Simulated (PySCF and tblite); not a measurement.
The numbers below are computed, except where a source is named.
**Conformers and averaged properties: C₄H₆, numbered as in [CH2:1]=[CH:2][CH:3]=[CH2:4]**

Conformers came from 90 starts (ETKDG and KDG, MMFF94s, GFN2-xTB); geometries are PBE0-D3(BJ)/def2-SVP. Weights use PBE0-D3(BJ)/def2-TZVP energies plus GFN2-xTB zero-point and thermal terms (modes under about 100 cm⁻¹ blended into free rotors). Symmetry numbers and mirror images are counted. Conformers within 4 kcal/mol (GFN2-xTB free energy) were kept, 5 at most. GIAO shieldings: PBE0/pcSseg-1. Shifts are against TMS (¹H), TMS (¹³C) at the same level; of two unlike H on one atom, a is the less shielded. (PySCF 2.14, tblite 0.8.)

Torsions listed: C1–C2–C3–C4. Of a mirror pair one member is shown.

```json
{"conformer": "1", "shape": "180°", "symmetry": "C2h", "E(GFN2) kcal/mol": "0.00", "E(DFT) kcal/mol": "0.00", "G(298.15 K) kcal/mol": "0.00", "weight %": "99.2", "dipole D": "0.00"}
{"conformer": "2", "shape": "27°", "symmetry": "C2 (pair)", "E(GFN2) kcal/mol": "2.34", "E(DFT) kcal/mol": "3.49", "G(298.15 K) kcal/mol": "2.86", "weight %": "0.8", "dipole D": "0.10"}
```

Weights (%) against temperature:

```
 T (K)      1    2  S(mix) cal/mol/K
   200  100.0  0.0              0.01
   250   99.7  0.3              0.04
298.15   99.2  0.8              0.10
   350   98.2  1.8              0.21
   400   96.7  3.3              0.34
```

Averaged shifts at 298.15 K. ¹H: 6.44 (H2/H3, 2H), 5.47 (H1a/H4a, 2H), 5.41 (H1b/H4b, 2H) ppm. ¹³C: 146.3 (C2/C3), 126.0 (C1/C4) ppm.

Coordinates of conformer 1 (Å):

```xyz
10

C     1.751   -0.231   -0.604
C     0.652   -0.307    0.159
C    -0.529    0.522   -0.020
C    -1.625    0.451    0.748
H     2.616   -0.875   -0.429
H     1.819    0.483   -1.431
H     0.617   -1.034    0.980
H    -0.496    1.247   -0.842
H    -2.488    1.098    0.576
H    -1.692   -0.261    1.577
```

Shifts are unscaled: against experiment ¹³C can be off by 15 ppm or more and ¹H by 0.8 ppm.

Search and properties took 16 s on 1 thread of Arm Neoverse V2, shared host (rough), launched as `OMP_NUM_THREADS=1 python ens_run.py task.json out`.
